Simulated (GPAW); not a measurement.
# PBE-TS/dzp (scalar-relativistic datasets, nve dynamics) run of AlH2Cl (SMILES [AlH2][Cl])

Aim: a short trajectory of AlH2Cl. Input form: an ASE script.

The calculation is run with GPAW 26.7.0.

6 further runs of the same task are left out: 1 for a known fault of the program, 2 that didn't finish, 3 set aside as unsound or not needed.

### 1 The system as given

The species is AlH2Cl (4 atoms), meant as a singlet with charge 0. As SMILES, `[AlH2][Cl]`. Geometry: a GFN2-xTB relaxation, a rough one for these elements and not checked as a minimum. The run starts from this shape.

Bond lengths: Al1–Cl2 2.014 Å, Al1–H3 1.537 Å, Al1–H4 1.537 Å. Angles: Cl2–Al1–H3 121.9°, Cl2–Al1–H4 121.9°, H3–Al1–H4 116.2°.

### 2 A short trajectory at PBE-TS/dzp (scalar-relativistic datasets, nve dynamics)

Input file mol.xyz:

```xyz
4

Al    -0.062930     0.006580    -0.073510
Cl     1.246110    -0.130950     1.450370
H     -1.312710    -0.885250    -0.154210
H      0.129540     1.009620    -1.222650
```

Input file mol.py:

```python
import numpy as np
from ase import units
from ase.calculators.vdwcorrection import vdWTkatchenko09prl
from ase.io import read
from ase.md.velocitydistribution import MaxwellBoltzmannDistribution, Stationary, ZeroRotation
from ase.md.verlet import VelocityVerlet
from gpaw import GPAW
from gpaw.analyse.hirshfeld import HirshfeldPartitioning
from gpaw.analyse.vdwradii import vdWradii
from gpaw.mpi import world

system = read('mol.xyz')
system.center(vacuum=5.0)

dft = GPAW(mode='lcao',
           legacy_gpaw=True,
           basis='dzp',
           h=0.18,
           poissonsolver={'name': 'fd'},
           symmetry='off',
           maxiter=100,
           xc='PBE',
           txt='mol.txt')
system.calc = vdWTkatchenko09prl(HirshfeldPartitioning(dft), vdWradii(system.get_chemical_symbols(), 'PBE', world=world))

rng = np.random.default_rng(247)
MaxwellBoltzmannDistribution(system, temperature_K=800, rng=rng)
Stationary(system)
ZeroRotation(system)
dyn = VelocityVerlet(system, timestep=0.5 * units.fs, trajectory='md.traj', logfile='-')
dyn.run(50)
```

On the command line:

```console
$ python3 -u mol.py | tee mol.out
```

Log, cut to the lines that bear on the results:

```text
mol.py:27: DeprecationWarning: Use thermalize_momenta
  MaxwellBoltzmannDistribution(system, temperature_K=800, rng=rng)
Time[ps]      Etot[eV]     Epot[eV]     Ekin[eV]    T[K]
0.0000         -12.0466     -12.3066       0.2600   502.8
0.0005         -12.0465     -12.3036       0.2570   497.1
0.0010         -12.0465     -12.2927       0.2462   476.1
0.0015         -12.0464     -12.2746       0.2283   441.5
0.0020         -12.0462     -12.2509       0.2047   395.9
0.0025         -12.0459     -12.2233       0.1774   343.0
0.0030         -12.0458     -12.1942       0.1484   287.1
0.0035         -12.0457     -12.1654       0.1197   231.6
0.0040         -12.0456     -12.1385       0.0929   179.7
0.0045         -12.0455     -12.1150       0.0695   134.4
0.0050         -12.0454     -12.0961       0.0507    98.0
0.0055         -12.0453     -12.0829       0.0376    72.7
0.0060         -12.0453     -12.0764       0.0311    60.1
0.0065         -12.0453     -12.0769       0.0316    61.2
0.0070         -12.0452     -12.0846       0.0394    76.2
0.0075         -12.0451     -12.0993       0.0542   104.8
0.0080         -12.0452     -12.1206       0.0753   145.7
0.0085         -12.0455     -12.1473       0.1018   196.9
0.0090         -12.0456     -12.1777       0.1321   255.4
0.0095         -12.0458     -12.2100       0.1641   317.4
0.0100         -12.0459     -12.2416       0.1956   378.3
0.0105         -12.0462     -12.2705       0.2242   433.7
0.0110         -12.0464     -12.2941       0.2477   479.0
0.0115         -12.0464     -12.3101       0.2637   510.0
0.0120         -12.0465     -12.3173       0.2708   523.8
0.0125         -12.0465     -12.3155       0.2690   520.2
0.0130         -12.0463     -12.3060       0.2597   502.3
[... 11 lines of this table left out ...]
0.0190         -12.0465     -12.4166       0.3701   715.8
0.0195         -12.0465     -12.4134       0.3670   709.7
0.0200         -12.0462     -12.4027       0.3565   689.5
0.0205         -12.0461     -12.3867       0.3406   658.7
0.0210         -12.0460     -12.3669       0.3209   620.6
0.0215         -12.0458     -12.3451       0.2992   578.7
0.0220         -12.0458     -12.3232       0.2774   536.5
0.0225         -12.0457     -12.3025       0.2568   496.7
0.0230         -12.0456     -12.2842       0.2386   461.4
0.0235         -12.0456     -12.2693       0.2237   432.7
0.0240         -12.0455     -12.2586       0.2131   412.2
0.0245         -12.0454     -12.2527       0.2073   401.0
0.0250         -12.0453     -12.2518       0.2065   399.5
```

mol.txt:

```text
___ ___ ___ _ _ _
 |   |   |_  | | | |
 | | | | | . | | | |
 |__ |  _|___|_____|  26.7.0
 |___|_|

units:  Angstrom and eV
cores:  1
OpenMP: False

Versions:
  Python: 3.12.14
  ASE:    3.29.0
  Numpy:  2.5.5
  Scipy:  1.18.1
  Libxc:  7.0.0

        _gpaw.cpython-312-aarch64-linux-gnu.so

Input parameters:
  basis: dzp
  h: 0.18
  maxiter: 100
  mode: lcao
  poissonsolver: {name: fd}
  symmetry: off
  xc: PBE

System changes: positions, numbers, cell, pbc, initial_charges, initial_magmoms

Initialize ...

species:
  Al:
    name:    Aluminium
    Z:       13.0
    valence: 3
    core:    10
    charge:  0.0  # [|e|]
    file:    Al.PBE.gz
    compensation charges:
      type: gauss
      rc: 0.34  # [Å]
      lmax: 2
    cutoffs:
      filter: 1.91  # [Å]
      core: 2.36  # [Å]
    projectors
    | kind |    occ | energy [eV] | rcut [Å] |
    |------|--------|-------------|----------|
    |   3s |  2.000 |      -7.753 |    1.085 |
    |   3p |  1.000 |      -2.712 |    1.085 |
    |    s |        |      19.459 |    1.085 |
    |    p |        |      24.499 |    1.085 |
    |    d |        |       0.000 |    1.085 |

    LCAO basis set for Al:
      Name: dzp
      File: Al.dzp.basis.gz
      Number of radial functions: 5
      Number of spherical harmonics: 13
        l=0, rc=7.8750 Bohr: 3s-sz confined orbital
        l=1, rc=10.4219 Bohr: 3p-sz confined orbital
        l=0, rc=4.6094 Bohr: 3s-dz split-valence wave
        l=1, rc=6.2812 Bohr: 3p-dz split-valence wave
        l=2, rc=10.4219 Bohr: d-type Gaussian polarization
      Number of RI-basis functions 0

  Cl:
    name:    Chlorine
    Z:       17.0
    valence: 7
    core:    10
    charge:  0.0  # [|e|]
    file:    Cl.PBE.gz
    compensation charges:
      type: gauss
      rc: 0.25  # [Å]
      lmax: 2
    cutoffs:
[... 54 lines left out ...]
Reference energy: -19183.352985  # eV
[... 3 lines left out ...]
Convergence criteria:
 Maximum [total energy] change in last 3 cyles: 0.0005 eV / valence electron
[... 4 lines left out ...]
 the SCF output indicates the quantity has converged.)
[... 9 lines left out ...]
       k-points in crystal coordinates                weights
[... 62 lines left out ...]
Bands to converge: occupied
[... 108 lines left out ...]
Converged after 6 iterations.
[... 1 line left out ...]
Dipole moment: (-0.270082, -0.015365, -0.261817) |e|*Ang
[... 11 lines left out ...]
Free energy:    -12.241981
[... 24 lines left out ...]
Energy:         -12.251827385961805
[... 70 lines left out ...]
Total:                                                520.655 100.0%
```

It took 8.7 min on 1 thread of Arm Neoverse V2, shared host; peak memory 0.83 GiB.

The path in brief:

```csv
step,potential energy change (eV),largest force (eV/Å),temperature (K)
0,0.0000,2.1155,503
3,0.0319,2.8351,442
6,0.1123,3.7425,287
9,0.1916,4.3188,134
12,0.2301,4.5799,60
15,0.2073,4.5217,105
18,0.1289,4.1252,255
21,0.0361,3.4025,434
24,-0.0108,2.5188,524
27,0.0142,2.0020,476
30,0.0394,2.2987,429
33,-0.0143,1.8576,532
36,-0.0915,0.8165,680
39,-0.1069,1.1389,710
42,-0.0603,1.5690,621
45,0.0040,1.6043,497
48,0.0480,1.5842,412
50,0.0547,1.5377,399
```
